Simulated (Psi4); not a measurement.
Reaction (SMILES): O=CO + 3 [H][H] (H2) → C (CH4) + 2 O (H2O)
B3LYP-D3(BJ)/def2-TZVP geometries, fixed; electronic energies without zero-point terms.

Effect of the integral screening threshold at PBE/def2-TZVP with Psi4, against the last row, where the energy of full hydrogenation is -46.02 kcal/mol. Species with rotatable bonds are taken in one conformer.

| setting | largest shift of a total energy (mEh) | shift of the energy of full hydrogenation (kcal/mol) |
|---|---|---|
| ints_tolerance: 1e-6 | -0.001 | 0.000 |
| ints_tolerance: 1e-8 | 0.000 | 0.000 |
| ints_tolerance: 1e-10 | 0.000 | 0.000 |
| ints_tolerance: 1e-14 | 0.000 | 0.000 |

Within 0.02 kcal/mol in the energy of full hydrogenation: ints_tolerance: 1e-6; ints_tolerance: 1e-8; ints_tolerance: 1e-10. The largest shift is 0.001 mEh in a total energy and 0.000 kcal/mol in the difference.
